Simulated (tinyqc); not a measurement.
Inside a calculation. Method: extended Hueckel theory, for PH3. One step of it, computed by the program tinyqc.

Task: Wolfsberg-Helmholz matrix. H_ij = K' S_ij (H_ii + H_jj)/2 for i != j (the diagonal keeps H_ii), with K' = K + D^2 + D^4 (1 - K), D = (H_ii - H_jj)/(H_ii + H_jj), K = 1.75.

overlap S, lower triangle:
```
,1P 3s,1P 3px,1P 3py,1P 3pz,2H 1s,3H 1s,4H 1s
1P 3s,1.000000
1P 3px,0.000000,1.000000
1P 3py,0.000000,0.000000,1.000000
1P 3pz,0.000000,0.000000,0.000000,1.000000
2H 1s,0.382778,0.538929,0.000000,-0.024650,1.000000
3H 1s,0.382550,-0.269490,0.466569,-0.024635,0.042427,1.000000
4H 1s,0.382550,-0.269490,-0.466569,-0.024635,0.042427,0.042423,1.000000
```

diagonal H_ii (eV): 1P 3s -18.600000, 1P 3px -14.000000, 1P 3py -14.000000, 1P 3pz -14.000000, 2H 1s -13.600000, 3H 1s -13.600000, 4H 1s -13.600000

K = 1.750000

Give: H.

Result:

H (eV), lower triangle:
```
,1P 3s,1P 3px,1P 3py,1P 3pz,2H 1s,3H 1s,4H 1s
1P 3s,-18.6000
1P 3px,0.0000,-14.0000
1P 3py,0.0000,0.0000,-14.0000
1P 3pz,0.0000,0.0000,0.0000,-14.0000
2H 1s,-10.9307,-13.0167,0.0000,0.5954,-13.6000
3H 1s,-10.9242,6.5090,-11.2690,0.5950,-1.0098,-13.6000
4H 1s,-10.9242,6.5090,11.2690,0.5950,-1.0098,-1.0097,-13.6000
```
